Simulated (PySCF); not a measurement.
Species: phosphorus tetramer, P₄.
Structure used (PBE0-D3(BJ)/def2-SVP), in Å, numbered top down from 1:
```xyz
4
P4 angstrom
P      1.2474   -0.2390   -0.5454
P     -0.4223    1.1900   -0.4090
P     -0.8250   -0.9738   -0.4475
P      0.1037   -0.0581    1.3258
```

Jobs on this species (4 atoms, 60 electrons) with PySCF (density fitting). Hardware of each: Arm Neoverse V1, one thread (shared host). The host was shared with other jobs, so the times are rough.

**Question.** Rank these jobs by wall time, shortest first.
A. wB97X-D/pcSseg-2; shieldings, ring-centre shieldings; 172 basis functions
B. PBE0-D3(BJ)/def2-SVP, grid level 1; geometry optimisation from a GFN2-xTB start; 72 basis functions
C. PBE0/6-31G; shieldings, ring-centre shieldings, charges and field gradients; 52 basis functions

**Answer.** C (2.7 s), B (6.4 s), A (12 s).

All jobs:

```csv
level and settings,work,basis functions,SCF cycles,wall time
PBE0/6-31G,"shieldings, ring-centre shieldings, charges and field gradients",52,10,2.7 s
PBE0/def2-SVP,"shieldings, ring-centre shieldings, charges and field gradients",72,11,2.9 s
"PBE0-D3(BJ)/def2-SVP, grid level 1",geometry optimisation from a GFN2-xTB start,72,22,6.4 s
"PBE0-D3(BJ)/def2-SVP, grid level 1",geometry optimisation from a GFN2-xTB start shaken at random,72,24,7.4 s
B97-2/pcSseg-2,"shieldings, ring-centre shieldings",172,11,8.7 s
BHandHLYP/pcSseg-2,"shieldings, ring-centre shieldings",172,11,8.7 s
PBE0/def2-TZVP,"shieldings, ring-centre shieldings, charges and field gradients",148,11,9.0 s
wB97X-D/pcSseg-2,"shieldings, ring-centre shieldings",172,13,12 s
CAM-B3LYP/pcSseg-2,"shieldings, ring-centre shieldings",172,11,12 s
```

**Question.** What do all jobs in the table cost together?

**Answer.** About 70 s; the longest takes about 17 % of that, and about 4.4 times as long as the shortest.
